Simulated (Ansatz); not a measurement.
Ansatz (an electronic-structure program) input (CCSD(T)/aug-cc-pV(D+d)Z):
A basis named .json is the Basis Set Exchange file of that set.

Ansatz 0.2 input:
```yaml
crystal:
  periodic: [false, false, false]
  atoms:
    - {symbol: C, position_ang: [0.00394345, 0.00524516, 0.76725426]}
    - {symbol: Cl, position_ang: [-0.01752138, 1.48253369, -0.22626440]}
    - {symbol: Cl, position_ang: [0.01529894, -1.48548974, -0.20614288]}
    - {symbol: H, position_ang: [-0.89039947, -0.00050138, 1.37837936]}
    - {symbol: H, position_ang: [0.90452024, 0.01928333, 1.36901878]}
basis:
  gaussian:
    orbitals: aug-cc-pV_D+d_Z.json
magnetization: {spin_polarized: false}
correlation: {method: ccsd_t, electrons: outside_noble_gas}
output: {forces: true}
```

End of the output:

```
mean field: 0.36 GiB planned
mean field evaluation 1: about -26068.9013 eV, gradient 1.4e1 eV
mean field evaluation 2: about -26068.9331 eV, gradient 1.4e1 eV
mean field evaluation 4: about -26069.6666 eV, gradient 2.5e0 eV
mean field evaluation 8: about -26069.6909 eV, gradient 1.1e-1 eV
mean field evaluation 16: about -26069.5342 eV, gradient 6.0e0 eV
mean field -26069.69096271 eV, -958.0434722083 hartree, gradient 1.8e-6 eV, S^2 0.000000; 0 other end points of the search recorded, 0 dependent functions left out
11 core orbitals not correlated
reference -26069.69096271 eV, -958.0434722083 hartree; 10, 10 occupied and 84, 84 virtual orbitals, 1006 factors
densities: 0.57 GiB planned
second order -12.27242705 eV of doubles, -0.00000000 eV of singles
coupled cluster: 0.40 GiB planned
cycle   1  -12.93595174 eV  change   -6.6e-1 eV  update   7.4e-2
cycle   2  -13.23958934 eV  change   -3.0e-1 eV  update   2.1e-2
cycle   3  -13.29326812 eV  change   -5.4e-2 eV  update   8.8e-3
cycle   4  -13.29241321 eV  change    8.5e-4 eV  update   1.8e-3
cycle   5  -13.29229706 eV  change    1.2e-4 eV  update   7.0e-4
cycle   6  -13.29221688 eV  change    8.0e-5 eV  update   2.2e-4
cycle   7  -13.29222206 eV  change   -5.2e-6 eV  update   9.2e-5
cycle   8  -13.29223126 eV  change   -9.2e-6 eV  update   2.8e-5
cycle   9  -13.29222354 eV  change    7.7e-6 eV  update   8.3e-6
perturbative correction -0.44594648 eV, -0.0163882308 hartree
the calculation of the forces begins
Total energy: -26083.42913272 eV, -958.5483406442 hartree
Atom 0 at     0.003943     0.005245     0.767254 Å, force    -0.001726    -0.002296    -0.335860 eV/Å
Atom 1 at    -0.017521     1.482534    -0.226264 Å, force    -0.001650     0.097825    -0.109580 eV/Å
Atom 2 at     0.015299    -1.485490    -0.206143 Å, force     0.000530    -0.099314    -0.108243 eV/Å
Atom 3 at    -0.890399    -0.000501     1.378379 Å, force    -0.431880    -0.002884     0.279101 eV/Å
Atom 4 at     0.904520     0.019283     1.369019 Å, force     0.434726     0.006669     0.274582 eV/Å
Dipole moment:     0.001752     0.002330     0.340859 e Å
```
